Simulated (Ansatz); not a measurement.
# HC–O–Si, quartet in cc-pVDZ: errors against UCCSDT(Q)

Geometry: displaced at random from a stationary point.

```yaml
atoms:
  - { symbol: C, position_ang: [0.0897, -0.2994, 1.6413] }
  - { symbol: O, position_ang: [-0.0752, 0.3711, 0.5504] }
  - { symbol: Si, position_ang: [0.0014, -0.0864, -1.1105] }
  - { symbol: H, position_ang: [0.0845, 0.0842, 2.6486] }
```

Basis cc-pVDZ; Ansatz 0.2.0. Only valence electrons are correlated (noble-gas cores frozen), which leaves 15 electrons in 44 orbitals. Prefix R: restricted or restricted open-shell reference; prefix U: unrestricted.

Full CI isn't at hand for all of this; UCCSDT(Q) serves as the reference, and is uncertain by the last step of the cluster series or more. The frozen core follows each run's orbitals, which can shift R against U totals by a few meV.

For open shells CISD is restricted-active-space CI with the open shells as a complete middle space.

```
UHF ⟨S²⟩                          : 3.787
T1 diagnostic (RCCSD)             : 0.0441
largest doubles amplitude (RCCSD) : 0.087
T1 diagnostic (UCCSD)             : 0.0392
```

| level | E − E(UCCSDT(Q)) (meV) | share of correlation (%) | wall time |
| --- | --- | --- | --- |
| RHF | 10446 | 0.00 | – |
| UHF | 10182 | 2.53 | – |
| RMP2 | 1244 | 88.09 | – |
| UMP2 | 1251 | 88.03 | – |
| CISD | 1414 | 86.47 | 27 s |
| RCCSD | 383 | 96.33 | – |
| UCCSD | 378 | 96.39 | – |
| RCCSD(T) | 71 | 99.32 | 8.5 s |
| UCCSD(T) | 70 | 99.33 | 9.5 s |
| BCCD(T) | 62 | 99.41 | 9.5 s |
| RCCSDT | 32 | 99.69 | – |
| UCCSDT | 32 | 99.70 | – |
| RCCSDT(Q) | 8 | 99.92 | 4.8 min |

The correlation energy at UCCSDT(Q), counted from RHF, is -10.446 eV. That run took 4.3 min on 1 thread of Arm Neoverse V1, shared host.

Times hold each run's SCF and search for its determinant on a shared host, so for small cases they say little of a method's own cost; they ran on 1 thread of Arm Neoverse V1.
